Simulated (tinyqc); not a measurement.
G0W0 on RHF in the sto-3g basis, for H2F+, spin multiplicity 1, step by step (part 1 of 2). Computed by tinyqc, a small Python program that keeps every step (integrals from PySCF). Settings: charge = 1, multiplicity = 1, basis = sto-3g, method = RHF, energy threshold = 1e-10, iteration cap = 82, orthogonalisation = symmetric, start = Wolfsberg-Helmholz matrix, DIIS depth = 6. Command: `OMP_NUM_THREADS=1 python tinyqc.py 22398 22399 out.jsonl` (the two numbers bound the seeds that draw the settings). One thread of a shared host (Intel(R) Xeon(R) Processor @ 2.60GHz), about 0.09 s of CPU time with the checks. Later iterations appear only in the table of the cycle.

## One-electron integrals

Geometry (angstrom):
```
atom         x          y         z
F     0.000000   0.000000  0.000000
H     0.000000   0.911000  0.594000
H     0.000000  -0.911000  0.594000
```

Basis sto-3g: exponents (1/bohr^2) and contraction coefficients of normalised primitives:
```
element  l (shell)    exponent  coefficient
F            s (1)  166.679130     0.154329
F            s (1)   30.360812     0.535328
F            s (1)    8.216821     0.444635
F            s (2)    6.464803    -0.099967
F            s (2)    1.502281     0.399513
F            s (2)    0.488588     0.700115
F            p (3)    6.464803     0.155916
F            p (3)    1.502281     0.607684
F            p (3)    0.488588     0.391957
H            s (1)    3.425251     0.154329
H            s (1)    0.623914     0.535328
H            s (1)    0.168855     0.444635
```

Overlap, kinetic and nuclear-attraction integrals over the contracted functions; the nuclear repulsion is the sum of Za Zb / Rab.

nuclear repulsion = 9.04885971 hartree

overlap S:
```
           1F 1s     1F 2s    1F 2px     1F 2py    1F 2pz     2H 1s      3H 1s
1F 1s   1.000000  0.237990  0.000000   0.000000  0.000000  0.032884   0.032884
1F 2s   0.237990  1.000000  0.000000   0.000000  0.000000  0.343029   0.343029
1F 2px  0.000000  0.000000  1.000000   0.000000  0.000000  0.000000   0.000000
1F 2py  0.000000  0.000000  0.000000   1.000000  0.000000  0.240662  -0.240662
1F 2pz  0.000000  0.000000  0.000000   0.000000  1.000000  0.156919   0.156919
2H 1s   0.032884  0.343029  0.000000   0.240662  0.156919  1.000000   0.158558
3H 1s   0.032884  0.343029  0.000000  -0.240662  0.156919  0.158558   1.000000
```

kinetic energy T (hartree):
```
            1F 1s      1F 2s    1F 2px     1F 2py    1F 2pz      2H 1s      3H 1s
1F 1s   36.984577  -0.212858  0.000000   0.000000  0.000000  -0.007220  -0.007220
1F 2s   -0.212858   1.037995  0.000000   0.000000  0.000000   0.055112   0.055112
1F 2px   0.000000   0.000000  3.248015   0.000000  0.000000   0.000000   0.000000
1F 2py   0.000000   0.000000  0.000000   3.248015  0.000000   0.132817  -0.132817
1F 2pz   0.000000   0.000000  0.000000   0.000000  3.248015   0.086601   0.086601
2H 1s   -0.007220   0.055112  0.000000   0.132817  0.086601   0.760032  -0.006785
3H 1s   -0.007220   0.055112  0.000000  -0.132817  0.086601  -0.006785   0.760032
```

nuclear attraction V (hartree):
```
             1F 1s       1F 2s      1F 2px      1F 2py      1F 2pz      2H 1s      3H 1s
1F 1s   -77.982738   -9.408410    0.000000    0.000000   -0.011694  -1.333095  -1.333095
1F 2s    -9.408410  -12.512397    0.000000    0.000000   -0.144183  -3.188080  -3.188080
1F 2px    0.000000    0.000000  -12.368807    0.000000    0.000000   0.000000   0.000000
1F 2py    0.000000    0.000000    0.000000  -12.475350    0.000000  -1.928488   1.928488
1F 2pz   -0.011694   -0.144183    0.000000    0.000000  -12.414104  -1.293163  -1.293163
2H 1s    -1.333095   -3.188080    0.000000   -1.928488   -1.293163  -5.800636  -1.052132
3H 1s    -1.333095   -3.188080    0.000000    1.928488   -1.293163  -1.052132  -5.800636
```

core Hamiltonian H = T + V (hartree):
```
             1F 1s       1F 2s     1F 2px     1F 2py     1F 2pz      2H 1s      3H 1s
1F 1s   -40.998161   -9.621268   0.000000   0.000000  -0.011694  -1.340315  -1.340315
1F 2s    -9.621268  -11.474402   0.000000   0.000000  -0.144183  -3.132968  -3.132968
1F 2px    0.000000    0.000000  -9.120793   0.000000   0.000000   0.000000   0.000000
1F 2py    0.000000    0.000000   0.000000  -9.227336   0.000000  -1.795671   1.795671
1F 2pz   -0.011694   -0.144183   0.000000   0.000000  -9.166089  -1.206563  -1.206563
2H 1s    -1.340315   -3.132968   0.000000  -1.795671  -1.206563  -5.040604  -1.058917
3H 1s    -1.340315   -3.132968   0.000000   1.795671  -1.206563  -1.058917  -5.040604
```

## Two-electron integrals

Functions are numbered as in S; the eight-fold symmetry (ij|kl) = (ji|kl) = (kl|ij) leaves the list below.

Two-electron integrals (ij|kl) in chemists' order, unique and non-zero (hartree):
```
(11|11) 5.403501    (21|11) 0.841920    (21|21) 0.156299    (22|11) 1.268028
(22|21) 0.292344    (22|22) 0.926167    (31|31) 0.027998    (32|31) 0.043169
(32|32) 0.204588    (33|11) 1.264502    (33|21) 0.292403    (33|22) 0.925959
(33|33) 0.997514    (41|41) 0.027998    (42|41) 0.043169    (42|42) 0.204588
(43|43) 0.053770    (44|11) 1.264502    (44|21) 0.292403    (44|22) 0.925959
(44|33) 0.889973    (44|44) 0.997514    (51|51) 0.027998    (52|51) 0.043169
(52|52) 0.204588    (53|53) 0.053770    (54|54) 0.053770    (55|11) 1.264502
(55|21) 0.292403    (55|22) 0.925959    (55|33) 0.889973    (55|44) 0.889973
(55|55) 0.997514    (61|11) 0.117876    (61|21) 0.021707    (61|22) 0.040371
(61|33) 0.040308    (61|41) 0.000744    (61|42) 0.001398    (61|44) 0.040445
(61|51) 0.000485    (61|52) 0.000912    (61|54) 0.000089    (61|55) 0.040366
(61|61) 0.003046    (62|11) 0.308046    (62|21) 0.072015    (62|22) 0.255663
(62|33) 0.251866    (62|41) 0.004116    (62|42) 0.032537    (62|44) 0.259682
(62|51) 0.002684    (62|52) 0.021215    (62|54) 0.005096    (62|55) 0.255189
(62|61) 0.010156    (62|62) 0.087946    (63|31) 0.007423    (63|32) 0.044423
(63|43) 0.006795    (63|53) 0.004431    (63|63) 0.012843    (64|11) 0.178968
(64|21) 0.042365    (64|22) 0.160985    (64|33) 0.154169    (64|41) 0.009537
(64|42) 0.063777    (64|44) 0.172441    (64|51) 0.001378    (64|52) 0.012620
(64|54) 0.007483    (64|55) 0.156159    (64|61) 0.006217    (64|62) 0.067960
(64|64) 0.064974    (65|11) 0.116693    (65|21) 0.027623    (65|22) 0.104967
(65|33) 0.100523    (65|41) 0.001378    (65|42) 0.012620    (65|44) 0.103575
(65|51) 0.008322    (65|52) 0.052651    (65|54) 0.008785    (65|55) 0.110682
(65|61) 0.004053    (65|62) 0.044312    (65|64) 0.033991    (65|65) 0.035006
(66|11) 0.475674    (66|21) 0.113017    (66|22) 0.463407    (66|33) 0.447986
(66|41) 0.007840    (66|42) 0.087966    (66|44) 0.480096    (66|51) 0.005112
(66|52) 0.057356    (66|54) 0.020937    (66|55) 0.461637    (66|61) 0.016026
(66|62) 0.207629    (66|64) 0.186624    (66|65) 0.121685    (66|66) 0.774606
(71|11) 0.117876    (71|21) 0.021707    (71|22) 0.040371    (71|33) 0.040308
(71|41) -0.000744   (71|42) -0.001398   (71|44) 0.040445    (71|51) 0.000485
(71|52) 0.000912    (71|54) -0.000089   (71|55) 0.040366    (71|61) 0.003004
(71|62) 0.009865    (71|64) 0.005564    (71|65) 0.003941    (71|66) 0.015453
(71|71) 0.003046    (72|11) 0.308046    (72|21) 0.072015    (72|22) 0.255663
(72|33) 0.251866    (72|41) -0.004116   (72|42) -0.032537   (72|44) 0.259682
(72|51) 0.002684    (72|52) 0.021215    (72|54) -0.005096   (72|55) 0.255189
(72|61) 0.009865    (72|62) 0.070901    (72|64) 0.037869    (72|65) 0.034608
(72|66) 0.135278    (72|71) 0.010156    (72|72) 0.087946    (73|31) 0.007423
(73|32) 0.044423    (73|43) -0.006795   (73|53) 0.004431    (73|63) 0.009979
(73|73) 0.012843    (74|11) -0.178968   (74|21) -0.042365   (74|22) -0.160985
(74|33) -0.154169   (74|41) 0.009537    (74|42) 0.063777    (74|44) -0.172441
(74|51) -0.001378   (74|52) -0.012620   (74|54) 0.007483    (74|55) -0.156159
(74|61) -0.005564   (74|62) -0.037869   (74|64) -0.010625   (74|65) -0.018137
(74|66) -0.066179   (74|71) -0.006217   (74|72) -0.067960   (74|74) 0.064974
(75|11) 0.116693    (75|21) 0.027623    (75|22) 0.104967    (75|33) 0.100523
(75|41) -0.001378   (75|42) -0.012620   (75|44) 0.103575    (75|51) 0.008322
(75|52) 0.052651    (75|54) -0.008785   (75|55) 0.110682    (75|61) 0.003941
(75|62) 0.034608    (75|64) 0.018137    (75|65) 0.026674    (75|66) 0.072704
(75|71) 0.004053    (75|72) 0.044312    (75|74) -0.033991   (75|75) 0.035006
(76|11) 0.096144    (76|21) 0.022706    (76|22) 0.088346    (76|33) 0.086700
(76|44) 0.088442    (76|51) 0.001329    (76|52) 0.012871    (76|55) 0.089803
(76|61) 0.003168    (76|62) 0.030442    (76|64) 0.020649    (76|65) 0.017542
(76|66) 0.077832    (76|71) 0.003168    (76|72) 0.030442    (76|74) -0.020649
(76|75) 0.017542    (76|76) 0.013368    (77|11) 0.475674    (77|21) 0.113017
(77|22) 0.463407    (77|33) 0.447986    (77|41) -0.007840   (77|42) -0.087966
(77|44) 0.480096    (77|51) 0.005112    (77|52) 0.057356    (77|54) -0.020937
(77|55) 0.461637    (77|61) 0.015453    (77|62) 0.135278    (77|64) 0.066179
(77|65) 0.072704    (77|66) 0.288557    (77|71) 0.016026    (77|72) 0.207629
(77|74) -0.186624   (77|75) 0.121685    (77|76) 0.077832    (77|77) 0.774606
```

## Orthogonalisation

S = U s U^T; symmetric (Loewdin) form X = U s^(-1/2) U^T, so that X^T S X = 1.

eigenvalues of S: 0.500511  0.571262  0.903669  1.000000  1.086843  1.270180  1.667535

X:
```
            1F 1s      1F 2s    1F 2px     1F 2py     1F 2pz      2H 1s      3H 1s
1F 1s    1.023520  -0.134253  0.000000   0.000000  -0.004824   0.016523   0.016523
1F 2s   -0.134253   1.122812  0.000000   0.000000   0.044959  -0.186938  -0.186938
1F 2px   0.000000   0.000000  1.000000   0.000000   0.000000   0.000000   0.000000
1F 2py   0.000000   0.000000  0.000000   1.055751   0.000000  -0.150053   0.150053
1F 2pz  -0.004824   0.044959  0.000000   0.000000   1.020084  -0.083842  -0.083842
2H 1s    0.016523  -0.186938  0.000000  -0.150053  -0.083842   1.093624  -0.060988
3H 1s    0.016523  -0.186938  0.000000   0.150053  -0.083842  -0.060988   1.093624
```

## Starting guess

The start is the generalised Wolfsberg-Helmholz matrix (K = 1.75) built on H; D = 2 C_occ C_occ^T.

D at the start:
```
            1F 1s      1F 2s    1F 2px     1F 2py     1F 2pz      2H 1s      3H 1s
1F 1s    2.076872  -0.322644  0.000000   0.000000   0.067529  -0.122919  -0.122919
1F 2s   -0.322644   1.422172  0.000000   0.000000  -0.246728   0.343283   0.343283
1F 2px   0.000000   0.000000  2.000000   0.000000   0.000000   0.000000   0.000000
1F 2py   0.000000   0.000000  0.000000   1.654722   0.000000   0.277386  -0.277386
1F 2pz   0.067529  -0.246728  0.000000   0.000000   1.915236   0.095791   0.095791
2H 1s   -0.122919   0.343283  0.000000   0.277386   0.095791   0.143305   0.050307
3H 1s   -0.122919   0.343283  0.000000  -0.277386   0.095791   0.050307   0.143305
```

## Iteration 1: building the Fock matrix

J_ij = sum D_kl (ij|kl), K_ij = sum D_kl (ik|jl); F = H + J - 0.5 K; E = tr D H + tr D J / 2 - 0.25 tr D K + E_nn.

Coulomb J (hartree):
```
            1F 1s      1F 2s    1F 2px     1F 2py     1F 2pz     2H 1s      3H 1s
1F 1s   20.280003   3.872618  0.000000   0.000000  -0.007758  0.537844   0.537844
1F 2s    3.872618   9.611363  0.000000   0.000000  -0.014532  2.599143   2.599143
1F 2px   0.000000   0.000000  9.599313   0.000000   0.000000  0.000000   0.000000
1F 2py   0.000000   0.000000  0.000000   9.603668   0.000000  1.620020  -1.620020
1F 2pz  -0.007758  -0.014532  0.000000   0.000000   9.605058  1.055948   1.055948
2H 1s    0.537844   2.599143  0.000000   1.620020   1.055948  4.686326   0.889768
3H 1s    0.537844   2.599143  0.000000  -1.620020   1.055948  0.889768   4.686326
```

exchange K (hartree):
```
            1F 1s      1F 2s    1F 2px     1F 2py     1F 2pz     2H 1s      3H 1s
1F 1s   11.031365   1.948967  0.000000   0.000000   0.006971  0.277698   0.277698
1F 2s    1.948967   2.984901  0.000000   0.000000  -0.092108  0.952712   0.952712
1F 2px   0.000000   0.000000  2.579506   0.000000   0.000000  0.000000   0.000000
1F 2py   0.000000   0.000000  0.000000   2.477017   0.000000  0.551635  -0.551635
1F 2pz   0.006971  -0.092108  0.000000   0.000000   2.561319  0.333433   0.333433
2H 1s    0.277698   0.952712  0.000000   0.551635   0.333433  0.702008   0.276351
3H 1s    0.277698   0.952712  0.000000  -0.551635   0.333433  0.276351   0.702008
```

Fock matrix F (hartree):
```
             1F 1s      1F 2s     1F 2px     1F 2py     1F 2pz      2H 1s      3H 1s
1F 1s   -26.233840  -6.723133   0.000000   0.000000  -0.022937  -0.941319  -0.941319
1F 2s    -6.723133  -3.355489   0.000000   0.000000  -0.112661  -1.010181  -1.010181
1F 2px    0.000000   0.000000  -0.811232   0.000000   0.000000   0.000000   0.000000
1F 2py    0.000000   0.000000   0.000000  -0.862177   0.000000  -0.451468   0.451468
1F 2pz   -0.022937  -0.112661   0.000000   0.000000  -0.841691  -0.317331  -0.317331
2H 1s    -0.941319  -1.010181   0.000000  -0.451468  -0.317331  -0.705282  -0.307324
3H 1s    -0.941319  -1.010181   0.000000   0.451468  -0.317331  -0.307324  -0.705282
```

total energy of this density = -98.55585470 hartree

## Iteration 1: diagonalisation and new density

Diagonalise F' = X^T F X, C = X C', fill 5 alpha and 5 beta electrons from the bottom; D = 2 C_occ C_occ^T. Each column has its largest component positive (the first on a tie).

F' = X^T F X (hartree):
```
            1          2          3          4          5          6          7
1  -25.750344  -3.455116   0.000000   0.000000  -0.038970  -0.090274  -0.090274
2   -3.455116  -1.995490   0.000000   0.000000   0.001863  -0.451267  -0.451267
3    0.000000   0.000000  -0.811232   0.000000   0.000000   0.000000   0.000000
4    0.000000   0.000000   0.000000  -0.692828   0.000000  -0.365130   0.365130
5   -0.038970   0.001863   0.000000   0.000000  -0.782392  -0.209594  -0.209594
6   -0.090274  -0.451267   0.000000  -0.365130  -0.209594  -0.347571  -0.091089
7   -0.090274  -0.451267   0.000000   0.365130  -0.209594  -0.091089  -0.347571
```

orbital energies (hartree): MO1 -26.244564, MO2 -1.796915, MO3 -1.035226, MO4 -0.871427, MO5 -0.811232, MO6 -0.053980, MO7 0.085916

coefficients C:
```
              MO1        MO2        MO3        MO4       MO5        MO6        MO7
1F 1s    0.994440  -0.242696   0.000000   0.068722  0.000000   0.116841   0.000000
1F 2s    0.023569   0.903494   0.000000  -0.318065  0.000000  -0.657740   0.000000
1F 2px   0.000000   0.000000   0.000000   0.000000  1.000000   0.000000   0.000000
1F 2py   0.000000   0.000000   0.762618   0.000000  0.000000   0.000000  -0.760299
1F 2pz   0.002213   0.110813   0.000000   0.902592  0.000000  -0.479290   0.000000
2H 1s   -0.004046   0.136164   0.326129   0.169160  0.000000   0.726805   0.763361
3H 1s   -0.004046   0.136164  -0.326129   0.169160  0.000000   0.726805  -0.763361
```

D after iteration 1:
```
            1F 1s      1F 2s    1F 2px     1F 2py     1F 2pz      2H 1s      3H 1s
1F 1s    2.105071  -0.435389  0.000000   0.000000   0.074670  -0.050890  -0.050890
1F 2s   -0.435389   1.836045  0.000000   0.000000  -0.373824   0.138249   0.138249
1F 2px   0.000000   0.000000  2.000000   0.000000   0.000000   0.000000   0.000000
1F 2py   0.000000   0.000000  0.000000   1.163172   0.000000   0.497424  -0.497424
1F 2pz   0.074670  -0.373824  0.000000   0.000000   1.653913   0.335524   0.335524
2H 1s   -0.050890   0.138249  0.000000   0.497424   0.335524   0.307065  -0.118376
3H 1s   -0.050890   0.138249  0.000000  -0.497424   0.335524  -0.118376   0.307065
```

## Iteration 8 (converged): orbitals

converged F (hartree):
```
             1F 1s      1F 2s     1F 2px     1F 2py     1F 2pz      2H 1s      3H 1s
1F 1s   -26.571364  -6.776640   0.000000   0.000000  -0.020877  -0.952656  -0.952656
1F 2s    -6.776640  -3.584194   0.000000   0.000000  -0.090400  -1.021866  -1.021866
1F 2px    0.000000   0.000000  -1.003569   0.000000   0.000000   0.000000   0.000000
1F 2py    0.000000   0.000000   0.000000  -0.913771   0.000000  -0.491186   0.491186
1F 2pz   -0.020877  -0.090400   0.000000   0.000000  -0.951081  -0.367815  -0.367815
2H 1s    -0.952656  -1.021866   0.000000  -0.491186  -0.367815  -0.742460  -0.280066
3H 1s    -0.952656  -1.021866   0.000000   0.491186  -0.367815  -0.280066  -0.742460
```

As before.

F' = X^T F X (hartree):
```
            1          2          3          4          5          6          7
1  -26.093996  -3.433588   0.000000   0.000000  -0.038832  -0.101389  -0.101389
2   -3.433588  -2.262094   0.000000   0.000000   0.032398  -0.421430  -0.421430
3    0.000000   0.000000  -1.003569   0.000000   0.000000   0.000000   0.000000
4    0.000000   0.000000   0.000000  -0.728069   0.000000  -0.395997   0.395997
5   -0.038832   0.032398   0.000000   0.000000  -0.877357  -0.256521  -0.256521
6   -0.101389  -0.421430   0.000000  -0.395997  -0.256521  -0.378174  -0.060992
7   -0.101389  -0.421430   0.000000   0.395997  -0.256521  -0.060992  -0.378174
```

orbital energies (hartree): MO1 -26.580824, MO2 -1.994686, MO3 -1.119144, MO4 -1.025225, MO5 -1.003569, MO6 -0.071879, MO7 0.073893

coefficients C:
```
              MO1        MO2        MO3        MO4       MO5        MO6        MO7
1F 1s    0.994799  -0.251849   0.000000   0.060003  0.000000   0.097642   0.000000
1F 2s    0.022054   0.958927   0.000000  -0.299245  0.000000  -0.584012   0.000000
1F 2px   0.000000   0.000000   0.000000   0.000000  1.000000   0.000000   0.000000
1F 2py   0.000000   0.000000   0.744092   0.000000  0.000000   0.000000   0.778440
1F 2pz   0.001963   0.086596   0.000000   0.878074  0.000000  -0.527408   0.000000
2H 1s   -0.003623   0.081575   0.344413   0.219640  0.000000   0.721462  -0.755288
3H 1s   -0.003623   0.081575  -0.344413   0.219640  0.000000   0.721462   0.755288
```

D after iteration 8:
```
            1F 1s      1F 2s    1F 2px     1F 2py     1F 2pz      2H 1s      3H 1s
1F 1s    2.113307  -0.475043  0.000000   0.000000   0.065663  -0.021939  -0.021939
1F 2s   -0.475043   2.019148  0.000000   0.000000  -0.359353   0.024838   0.024838
1F 2px   0.000000   0.000000  2.000000   0.000000   0.000000   0.000000   0.000000
1F 2py   0.000000   0.000000  0.000000   1.107346   0.000000   0.512550  -0.512550
1F 2pz   0.065663  -0.359353  0.000000   0.000000   1.557033   0.399834   0.399834
2H 1s   -0.021939   0.024838  0.000000   0.512550   0.399834   0.347059  -0.127422
3H 1s   -0.021939   0.024838  0.000000  -0.512550   0.399834  -0.127422   0.347059
```

## Convergence

Stop when the energy changes by less than 1e-10 hartree and every element of the error matrix X^T (F D S - S D F) X is below 3e-06.

Course of the cycle:
```
iteration   E (hartree)     change  largest element of the error matrix
1          -98.55585470          -                             4.50e-01
2          -98.82450701  -2.69e-01                             1.11e-01
3          -98.84006807  -1.56e-02                             2.06e-02
4          -98.84064092  -5.73e-04                             3.49e-03
5          -98.84066971  -2.88e-05                             1.04e-03
6          -98.84067316  -3.46e-06                             1.24e-05
7          -98.84067316  -2.83e-10                             6.68e-08
8          -98.84067316  -5.68e-14                             5.64e-10
```

PySCF RHF in the same basis = -98.84067316 hartree

Converged in 8 iterations.

## Populations, bond orders and dipole

Mulliken: Z minus the diagonal of D S on the atom; Loewdin: the same with S^(1/2) D S^(1/2); Mayer order: 2 sum_s sum (D(s) S)_ij (D(s) S)_ji over the two atoms.

Charges (e):
```
atom  Mulliken   Loewdin
1F    0.041494  0.158609
2H    0.479253  0.420696
3H    0.479253  0.420696
```

Mayer bond orders:
```
pair     order
2-1   0.754641
3-1   0.754641
3-2   0.015676
```

dipole moment about the origin, x y z (debye): 0.000000  0.000000  3.148452
